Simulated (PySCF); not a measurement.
Delta-SCF ions had no search for a lower state. Excitations are Tamm–Dancoff values on a coarser integration grid. The basis has no diffuse functions, so Rydberg states are missing or too high.

Cartesian coordinates (Å):
```xyz
4

Cl     2.0667    -0.2654    -0.0002
Al     0.0000     0.0000     0.0000
Cl    -0.8035     1.9226     0.0000
Cl    -1.2632    -1.6572     0.0002
```
Charge 0, multiplicity 1.

Q: Estimate the S1 excitation (TDA), vertical ionisation energy (Delta-SCF), HOMO–LUMO gap, LUMO, S1–T1 gap (TDA), T1 excitation (TDA), HOMO and dipole moment that PBE-D3(BJ)/def2-TZVP in PySCF 2.14.0 returns for this input.

A: 
* **S1 excitation (TDA)**: 5.84 eV
* **vertical ionisation energy (Delta-SCF)**: 10.84 eV
* **HOMO–LUMO gap**: 5.73 eV
* **LUMO**: -2.23 eV
* **S1–T1 gap (TDA)**: 0.24 eV
* **T1 excitation (TDA)**: 5.60 eV
* **HOMO**: -7.96 eV
* **dipole moment**: 0.00 D
